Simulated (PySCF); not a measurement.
C4H7N2 (doublet state).
Cartesian coordinates in Å at the GFN2-xTB level; atoms count from 1:
```xyz
13
C4H7N2 angstrom
C     -2.448   -0.010   -1.325
C     -1.621   -0.172   -0.288
N     -0.283    0.088   -0.333
C      0.602   -0.058    0.682
N      1.862    0.243    0.459
C      2.775    0.133    1.375
H     -2.097    0.347   -2.277
H     -3.494   -0.229   -1.240
H     -1.977   -0.531    0.668
H      0.111    0.427   -1.202
H      0.208   -0.422    1.633
H      2.574   -0.214    2.388
H      3.783    0.400    1.112
```

The hyperfine couplings belong to this conformer and change with its torsions.

The species is `N([CH]N=C)C=C` [radical].

Theory: UKS B3LYP, pcH-1 on C H N, non-relativistic, mean-field spin-orbit, GIAO (PySCF). Isolated species at its GFN2-xTB geometry (one conformer only). A GFN2-xTB geometry isn't a minimum of the functional, and hyperfine couplings can be far from their values at a DFT geometry. No stability test was run, so a lower SCF solution isn't excluded.

Match the computed a_iso(13C) values +54.2, +39.6, +14.0, -13.3 MHz with the sites C1; C2; C4; C6.

```json
{"site": "C1", "a_iso (MHz)": "+14.0", "ρ(0) (bohr⁻³)": "+0.0124", "position": "3 bonds from C4", "distance from C6 (Å)": "5.88", "spin population": "+0.18", "largest |T| (MHz)": "26.6"}
{"site": "C2", "a_iso (MHz)": "-13.3", "ρ(0) (bohr⁻³)": "-0.0118", "position": "2 bonds from C4", "distance from C6 (Å)": "4.71", "spin population": "-0.07", "largest |T| (MHz)": "9.7"}
{"site": "C4", "a_iso (MHz)": "+39.6", "ρ(0) (bohr⁻³)": "+0.0352", "position": "a main spin site", "distance from C6 (Å)": "2.29", "spin population": "+0.42", "largest |T| (MHz)": "77.5"}
{"site": "C6", "a_iso (MHz)": "+54.2", "ρ(0) (bohr⁻³)": "+0.0482", "position": "largest spin population", "distance from C6 (Å)": "0.00", "spin population": "+0.62", "largest |T| (MHz)": "99.1"}
```

Match the computed a_iso(14N) values -11.2, +4.0 MHz with the sites N3; N5.

| site | a_iso (MHz) | ρ(0) (bohr⁻³) | position | distance from C6 (Å) | spin population | largest \|T\| (MHz) |
| --- | --- | --- | --- | --- | --- | --- |
| N3 | +4.0 | +0.0123 | 1 bond from C4 | 3.50 | +0.11 | 14.9 |
| N5 | -11.2 | -0.0346 | 1 bond from C6 | 1.30 | -0.16 | 9.8 |

ρ(0) is the spin density at the nucleus and T the dipolar tensor. The largest Mulliken spin populations are on C6 (+0.62), C4 (+0.42), C1 (+0.18) and N5 (-0.16). Three atoms exceed +0.15. The angles at C6 add up to 360.0°, so it is planar; its axial dipolar tensor and the negative couplings of its protons fit spin in a p orbital normal to that plane. Main spin sites, with 60 % or more of the largest population: C4, C6; positions count bonds from the nearest.

The spin density at the nucleus, in bohr⁻³, is negative for N5 (-0.0346), C2 (-0.0118) and H13 (-0.0094), for instance. A restricted open-shell determinant has no negative spin density anywhere; here it arises because α and β orbitals differ (spin polarisation).

The SMILES `C=CN[CH]N=C` draws the unpaired electron on C4, whose computed spin population is only +0.42.
